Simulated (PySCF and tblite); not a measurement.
C₄H₇NO, numbered as in [CH3:1][O:2][CH2:3][CH2:4][C:5]#[N:6]: conformational analysis

Conformers came from 90 starts (ETKDG and KDG, MMFF94s, GFN2-xTB); geometries are PBE0-D3(BJ)/def2-SVP. Energies: PBE0-D3(BJ)/def2-TZVP, with GFN2-xTB thermal terms (modes under about 100 cm⁻¹ blended into free rotors). Symmetry numbers and mirror images are counted. Conformers within 4 kcal/mol (GFN2-xTB free energy) were kept, 7 at most. GIAO shieldings: PBE0/pcSseg-1. Couplings: B3LYP/pcSseg-1 with pcJ-1 on H (gas phase; spin-dipole term only for pairs with B, N, F, Si or P). Couplings are for ¹H; a prime marks the second kind of pair between the same two sets of atoms. Shifts are against TMS (¹H), TMS (¹³C), NH3 (¹⁵N) at the same level. Run with PySCF (density fitting) and tblite.

Torsions listed: C1–O2–C3–C4, O2–C3–C4–C5. Of a mirror pair one member is shown.

```tsv
conformer	shape	symmetry	E(GFN2) kcal/mol	E(DFT) kcal/mol	G(298.15 K) kcal/mol	weight %	dipole D
1	179°, 180°	Cs	0.18	0.00	0.00	47.7	3.94
2	-174°, 64°	C1 (pair)	1.08	0.53	0.17	35.7	4.72
3	80°, 178°	C1 (pair)	0.42	1.20	0.99	9.0	3.83
4	80°, -76°	C1 (pair)	0.00	1.47	1.44	4.2	3.03
5	68°, 54°	C1 (pair)	1.38	1.75	1.58	3.3	4.72
```

Weights (%) against temperature:

| T (K) | 1 | 2 | 3 | 4 | 5 | S(mix) cal/mol/K |
| --- | --- | --- | --- | --- | --- | --- |
| 200 | 62.7 | 31.0 | 4.0 | 1.4 | 0.9 | 2.28 |
| 250 | 54.1 | 34.4 | 6.7 | 2.8 | 2.1 | 2.74 |
| 298.15 | 47.7 | 35.7 | 9.0 | 4.2 | 3.3 | 3.07 |
| 350 | 42.5 | 36.0 | 11.2 | 5.7 | 4.7 | 3.34 |
| 400 | 38.6 | 35.7 | 12.9 | 7.0 | 6.0 | 3.53 |

Averaged shifts at 298.15 K. ¹H: 3.36 (H1, 3H), 3.26 (H3, 2H), 2.25 (H4, 2H) ppm. ¹³C: 122.4 (C5), 69.6 (C3), 59.1 (C1), 19.3 (C4) ppm. ¹⁵N: 306.7 (N6) ppm.

Averaged couplings (Hz): ²J(H1,H1) -11.6, ²J(H3,H3) -10.2, ³J(H3,H4) 6.9, ³J(H3,H4′) 9.6, ²J(H4,H4) -18.8.

Coordinates of conformer 1 (Å):

```xyz
13

C    -2.157    0.415   -0.231
O    -1.067   -0.284    0.287
C     0.087   -0.159   -0.479
C     1.181   -0.955    0.221
C     2.453   -0.892   -0.482
N     3.456   -0.826   -1.055
H    -3.008    0.259    0.446
H    -1.956    1.502   -0.301
H    -2.438    0.054   -1.240
H    -0.063   -0.545   -1.508
H     0.397    0.902   -0.576
H     0.866   -2.006    0.311
H     1.312   -0.569    1.244
```

Unscaled ¹⁵N shifts at such levels can be off by tens of ppm; differences between conformers or isomers are more reliable. Shifts are unscaled: against experiment ¹³C can be off by 15 ppm or more and ¹H by 0.8 ppm.

Search and properties took 6.4 min on 1 thread of Intel Xeon Platinum 8259CL @ 2.50GHz (shared host) (rough), launched as `OMP_NUM_THREADS=1 python ens_run.py task.json out`.


¹⁵N shifts are against a computed isolated NH3 molecule, about 20 ppm from the liquid.